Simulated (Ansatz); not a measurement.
in.yaml

```yaml
crystal:
  periodic: [false, false, false]
  atoms:
    - {symbol: Si, position_ang: [0.000000, 0.000000, -2.122765]}
    - {symbol: B, position_ang: [0.000000, 0.000000, -0.227617]}
    - {symbol: H, position_ang: [0.000000, 0.000000, 2.350383]}
basis:
  gaussian: {orbitals: 6-31G}
magnetization: {spin_polarized: false}
hamiltonian: {pseudopotentials: {relativity: none}}
correlation: {method: ccsdtq, electrons: valence}
output: {forces: true}
```

```sh
$ ansatz run in.yaml --threads 1 --pin off --events-out ev --progress --plain --max-ram 2393MiB
```

Output:

```
493 factors; integrals over basis functions are off by at most 2.3e-7 eV
mean field evaluation 1: about -8536.9155 eV, gradient 1.4e1 eV
mean field evaluation 2: about -8536.9165 eV, gradient 1.4e1 eV
mean field evaluation 4: about -8538.8340 eV, gradient 2.5e0 eV
mean field evaluation 8: about -8538.9348 eV, gradient 2.0e-1 eV
mean field evaluation 16: about -8538.9126 eV, gradient 1.2e0 eV
mean field evaluation 32: about -8538.9355 eV, gradient 2.8e-2 eV
mean field evaluation 64: about -8538.9355 eV, gradient 2.2e-2 eV
mean field evaluation 96: about -8524.5930 eV, gradient 2.0e0 eV
mean field -8538.93550484 eV, -313.8000919047 hartree, gradient 3.4e-6 eV, S^2 0.000000; 6 other end points of the search recorded, 0 dependent functions left out; unrestricted orbitals would lower it
mean field evaluation 128: about -8540.5495 eV, gradient 3.3e0 eV
determinant -8538.93550484 eV, -313.8000919047 hartree, with singles and doubles -8543.69889065 eV, -313.9751431044 hartree
determinant -8534.06262257 eV, -313.6210167842 hartree, with singles and doubles -8540.06693302 eV, -313.8416711230 hartree
mean field evaluation 160: about -8541.2130 eV, gradient 7.6e-1 eV
...
cycle  30  -5.14083666 eV  change    8.9e-6 eV  update   1.5e-5
cycle  31  -5.14082088 eV  change    1.6e-5 eV  update   7.0e-6
cycle  32  -5.14081842 eV  change    2.5e-6 eV  update   2.6e-6
cycle  33  -5.14081421 eV  change    4.2e-6 eV  update   2.0e-6
cycle  34  -5.14081558 eV  change   -1.4e-6 eV  update   1.5e-6
cycle  35  -5.14081726 eV  change   -1.7e-6 eV  update   9.6e-7
cycle  36  -5.14081640 eV  change    8.6e-7 eV  update   5.6e-7
cycle  37  -5.14081876 eV  change   -2.4e-6 eV  update   4.9e-7
cycle  38  -5.14081834 eV  change    4.2e-7 eV  update   3.2e-7
cycle  39  -5.14081835 eV  change   -7.5e-9 eV  update   2.1e-7
WARN: these amplitudes may be one of several solutions (largest doubles amplitude 0.90, level shift 0.48 eV)
the calculation of the forces begins
Total energy: -8544.07632319 eV, -313.9890134943 hartree
Atom 0 at     0.000000     0.000000    -2.122765 Å, force     0.000000    -0.000000    -2.078803 eV/Å
Atom 1 at     0.000000     0.000000    -0.227617 Å, force     0.000000    -0.000000     3.258783 eV/Å
Atom 2 at     0.000000     0.000000     2.350383 Å, force    -0.000000     0.000000    -1.179981 eV/Å
Dipole moment:     0.000000    -0.000000    -0.085055 e Å
```

Forces (eV/Å):
```
Si   0.000  0.000 -2.079
B    0.000  0.000  3.259
H    0.000  0.000 -1.180
```

Ran on 1 thread of Arm Neoverse V2, shared host: 35 s wall, 0.23 GiB peak host memory.
